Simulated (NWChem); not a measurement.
Program: NWChem. System: ethylene (C2H4), charge 0, spin multiplicity 1, at a geometry optimised with PBE/def2-SVP. Level: EOM-CCSD/def2-SVPD, 2 core orbitals frozen.

Job file:

```
start mol
memory heap 100 mb stack 700 mb global 1900 mb
geometry units angstroms nocenter noautoz
  C      0.000000     0.000000     0.670281
  C      0.000000     0.000000    -0.670281
  H      0.937449     0.000000     1.250738
  H     -0.937449     0.000000     1.250738
  H     -0.937449     0.000000    -1.250738
  H      0.937449     0.000000    -1.250738
  symmetry group D2h
end
basis spherical
  * library def2-svpd
end
scf
  rhf
  nopen 0
  maxiter 100
  thresh 1e-7
  semidirect memsize 60000000 filesize 0
end
tce
  freeze core 2
  ccsd
  nroots 1
  2eorb
  2emet 13
  thresh 1e-5
  maxiter 200
  tilesize 24
end
task tce energy
```

Output (cleaned and shortened):

```
             Northwest Computational Chemistry Package (NWChem) 7.3.0
             --------------------------------------------------------

                                NWChem Input Module
                                -------------------

 Scaling coordinates for geometry "geometry" by  1.889725989
 (inverse scale =  0.529177249)

 Turning off AUTOSYM since
 SYMMETRY directive was detected!

                             Geometry "geometry" -> ""
                             -------------------------

 Output coordinates in angstroms (scale by  1.889725989 to convert to a.u.)

  No.       Tag          Charge          X              Y              Z
 ---- ---------------- ---------- -------------- -------------- --------------
    1 C                    6.0000     0.00000000     0.00000000     0.67028100
    2 C                    6.0000     0.00000000     0.00000000    -0.67028100
    3 H                    1.0000     0.93744900     0.00000000     1.25073800
    4 H                    1.0000    -0.93744900     0.00000000     1.25073800
    5 H                    1.0000    -0.93744900     0.00000000    -1.25073800
    6 H                    1.0000     0.93744900     0.00000000    -1.25073800

 Effective nuclear repulsion energy (a.u.)      32.9967627881

            Nuclear Dipole moment (a.u.)
            ----------------------------
        X                 Y               Z
 ---------------- ---------------- ----------------
     0.0000000000     0.0000000000     0.0000000000

      Symmetry information
      --------------------

 Group name             D2h
 Group number             26
 Group order               8
 No. of unique centers     2

      Symmetry unique atoms

     1    3


 Summary of "ao basis" -> "" (spherical)
 ------------------------------------------------------------------------------
       Tag                 Description            Shells   Functions and Types
 ---------------- ------------------------------  ------  ---------------------
 *                         def2-svpd                  on all atoms

 Summary of "ao basis" -> "ao basis" (spherical)
[...]
 Iteration  16 using   16 trial vectors
   0.0000109105378   0.3222753055972    8.76956     1.2     1.2

 Iteration  17 using   17 trial vectors
   0.0000039534480   0.3222752173116    8.76956     1.2     1.2
 --------------------------------------------------------------
 Iterations converged
 ------------------

 Excited state root  1
 Excitation energy / hartree =        0.322275217311569
                   / eV      =        8.769558591478681
 largest EOMCCSD amplitudes: R1 and R2

 Singles contributions
    10b1u (alpha) ---     8b2u (alpha)       -0.9248829568
    25b1u (alpha) ---     8b2u (alpha)        0.1531567608

 Doubles contributions

 =========================================
 Excited-state calculation ( b3u symmetry)
 =========================================
 Dim. of EOMCC iter. space      500

 EOMCCSD SOLVER TYPE  1
  maxdiff =   0.62777116537554356

 No. of initial right vectors    1

 EOM-CCSD right-hand side iterations
 --------------------------------------------------------------
      Residuum       Omega / hartree  Omega / eV    Cpu    Wall
 --------------------------------------------------------------

 Iteration   1 using    1 trial vectors
   0.4368066739094   0.5068499003787   13.79209     1.8     1.8

 Iteration   2 using    2 trial vectors
   0.0947959776080   0.4154038241474   11.30372     1.2     1.2

 Iteration   3 using    3 trial vectors
   0.0504385545332   0.4093561857243   11.13915     1.3     1.3

 Iteration   4 using    4 trial vectors
   0.0260517732301   0.4069154000615   11.07274     1.2     1.2

 Iteration   5 using    5 trial vectors
   0.0135932688902   0.4059705013590   11.04702     1.2     1.2

 Iteration   6 using    6 trial vectors
   0.0070551942812   0.4059061969976   11.04527     1.3     1.3

 Iteration   7 using    7 trial vectors
   0.0052096686595   0.4059109832365   11.04540     1.2     1.2

 Iteration   8 using    8 trial vectors
   0.0031056974899   0.4058298146746   11.04320     1.2     1.2

 Iteration   9 using    9 trial vectors
   0.0020360853174   0.4058065317876   11.04256     1.2     1.2

 Iteration  10 using   10 trial vectors
   0.0014155080639   0.4058114202251   11.04270     1.3     1.3

 Iteration  11 using   11 trial vectors
   0.0008216717637   0.4058100025430   11.04266     1.2     1.2

 Iteration  12 using   12 trial vectors
   0.0007592384288   0.4058062161412   11.04255     1.2     1.2

 Iteration  13 using   13 trial vectors
   0.0006732379225   0.4058035632758   11.04248     1.2     1.2

 Iteration  14 using   14 trial vectors
   0.0003860498800   0.4058038944559   11.04249     1.3     1.3

 Iteration  15 using   15 trial vectors
   0.0001992169114   0.4058050784510   11.04252     1.2     1.2

 Iteration  16 using   16 trial vectors
   0.0001157335644   0.4058055989558   11.04254     1.2     1.2

 Iteration  17 using   17 trial vectors
   0.0000647049926   0.4058055010008   11.04253     1.1     1.1

 Iteration  18 using   18 trial vectors
   0.0000282021013   0.4058054397460   11.04253     0.7     0.7

 Iteration  19 using   19 trial vectors
   0.0000102728688   0.4058054226142   11.04253     0.7     0.7

 Iteration  20 using   20 trial vectors
   0.0000048061241   0.4058053991530   11.04253     0.7     0.7
 --------------------------------------------------------------
 Iterations converged
 ------------------

 Excited state root  1
 Excitation energy / hartree =        0.405805399153012
                   / eV      =       11.042531455871208
 largest EOMCCSD amplitudes: R1 and R2

 Singles contributions
     9ag  (alpha) ---     5b3u (alpha)        0.1298746415
    10b1u (alpha) ---     7b2g (alpha)        0.9154792733
    21b1u (alpha) ---     7b2g (alpha)       -0.1054516823
    25b1u (alpha) ---     7b2g (alpha)       -0.1364202898

 Doubles contributions

 Task  times  cpu:      158.8s     wall:      158.8s

 Total times  cpu:      158.9s     wall:      158.9s
```
